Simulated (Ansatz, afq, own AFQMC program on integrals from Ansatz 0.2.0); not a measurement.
**CHB, singlet: AFQMC among the cluster methods**

```yaml
atoms:
  - { symbol: B, position_ang: [0.0000, 0.0000, 0.0957] }
  - { symbol: C, position_ang: [0.0000, 0.0000, -1.3685] }
  - { symbol: H, position_ang: [0.0000, 0.0000, 1.2728] }
```

Connectivity, by distances: BH–C.

Basis 6-31G. Noble-gas cores (and the filled d shells of Ga–Kr and In–Xe) are frozen. Ansatz 0.2.0 and our own AFQMC program on the same integrals; the CISD trial comes from CCSD amplitudes, and released means the phaseless constraint is let go. Error bars are statistical, one sigma.

Determinant: RHF, the one that the program's search chose, which needn't be the lowest solution. The geometry is a point of a scan.

Full CI on the same integrals is exact in this basis and with this determinant's frozen core.

Cautions: higher spins were not checked; restricted determinant unstable towards unrestricted (UHF 925 meV lower, ⟨S²⟩ 1.00); the CCSDTQ amplitudes may be one of several solutions (largest double 0.95); the released energy hasn't reached full CI (56 meV above it at 2.40 1/Eh), so no released level is given (meV from the phaseless value at times in 1/Eh: -8 ± 4 at 0.24, -5 ± 4 at 0.51, -15 ± 5 at 0.99, -20 ± 5 at 1.62, -17 ± 6 at 2.40); the determinant fills πx and πy unequally, so it mixes two states of the linear molecule, and each level undoes that mixture to a different degree, while full CI gives the lower state, and by Hund's rule a triplet of that filling probably lies lower still; CCSDTQ on the UHF determinant differs (800 meV lower), perhaps since the unrestricted series falls towards higher spin.

The T1 diagnostic is 0.0137, the weight of the determinant in the CISD state is 0.881 and the size of the correlated space is 8 electrons in 18 orbitals.

```tsv
level	correlation energy (eV)
MP2	-2.9150
CCSD	-3.7531
CCSD(T)	-3.8698
```

Estimate where full CI lies against CCSD(T) on the same integrals.

9.7 kJ/mol below CCSD(T).

Reference: full CI, correlation energy -3.970 eV. The cautions show a poor starting determinant, so the rows tell how each method copes with it here, and full CI is the sure value.

| level | E − E(reference) (kJ/mol) | share of correlation (%) |
| --- | --- | --- |
| CCSD(T) | 9.7 | 97.47 |
| CCSDT | 5.7 | 98.52 |
| CCSDT(Q) | 2.5 | 99.34 |
| CCSDTQ | 0.3 | 99.92 |
| ph-AFQMC/HF | 0.4 ± 2.0 | 99.89 |
| ph-AFQMC/CISD | 7.1 ± 0.3 | 98.15 |

CCSDT and higher add their correlation energy to the determinant of the CCSD(T) run, since their own runs factorise the integrals more tightly (a shift of under 2 meV).
